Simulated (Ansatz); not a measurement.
## Structure relaxation of Cs3Hf

All numbers below come from Ansatz 0.2.0, DFT PBE, scalar-relativistic, plane waves, PAW. Cutoff 420 eV, Γ-centred k mesh, Gaussian smearing, no spin polarisation in the final step.

Cs3Hf was placed on the Cu3Au (L1_2) structure type (Pm-3m, No. 221), with Hf in place of Au, Cs in place of Cu, at a guessed volume.

```xyz
4
Lattice="5.3415 0.0000 0.0000 0.0000 5.3415 0.0000 0.0000 0.0000 5.3415" Properties=species:S:1:pos:R:3 pbc="T T T"
Cs    0.0000    2.6708    2.6708
Cs    2.6708    0.0000    2.6708
Cs    2.6708    2.6708    0.0000
Hf    0.0000    0.0000    0.0000
```

Steps on the 4×4×4 mesh (4 atoms). 6 of 6 steps are shown, and the free energy counts from the last. Trial steps that were taken back and renewals of the plane-wave basis can be among the rows.

```
step  ΔF (meV/atom) V (Å³/atom) P (GPa)
   1          233.7        38.10     4.36
   2          126.7        43.08     2.68
   3           49.0        49.41     1.35
   4           13.7        56.34     0.33
   5           11.3        58.98    -0.04
   6            0.0        58.98     0.34
```

Steps on the 8×8×8 mesh (4 atoms). 4 of 4 steps are shown, and the free energy counts from the last.

```tsv
step	ΔF (meV/atom)	V (Å³/atom)	P (GPa)
1	5.9	58.98	0.39
2	4.3	59.74	0.32
3	0.1	63.88	0.02
4	0.0	63.88	0.02
```

A final relaxation ran on a 8×8×8 mesh. The relaxed crystal, Pm-3m (No. 221):

```cif
data_structure
_symmetry_space_group_name_H-M 'Pm-3m'
_symmetry_Int_Tables_number 221
_cell_length_a 6.3457
_cell_length_b 6.3457
_cell_length_c 6.3457
_cell_angle_alpha 90.000
_cell_angle_beta 90.000
_cell_angle_gamma 90.000
_cell_volume 255.53
loop_
_atom_site_label
_atom_site_type_symbol
_atom_site_symmetry_multiplicity
_atom_site_Wyckoff_symbol
_atom_site_fract_x
_atom_site_fract_y
_atom_site_fract_z
_atom_site_occupancy
Cs1 Cs 3 c 0.00000 0.50000 0.50000 1
Hf1 Hf 1 a 0.00000 0.00000 0.00000 1
```

| Item | Value |
| --- | --- |
| Volume per atom | 63.88 Å³ |
| Density | 3.75 g/cm³ |
| Energy over the elements | 1.27 eV/atom |
| Gap on the 8×8×8 mesh | 0 eV (a metal) |

Energies over the elements count from the elements' standard structures at the same level, with no empirical corrections.

The final run used a 8×8×8 mesh on its 4-atom cell and 0.10 eV smearing. For metals, differences of a few meV/atom aren't resolved. Spin–orbit coupling is left out.

Symmetry constrained the relaxation, so the result can be a saddle point.

Cost: 4 runs of about 2.8 core-minutes in all, on Arm Neoverse V1 (shared hosts).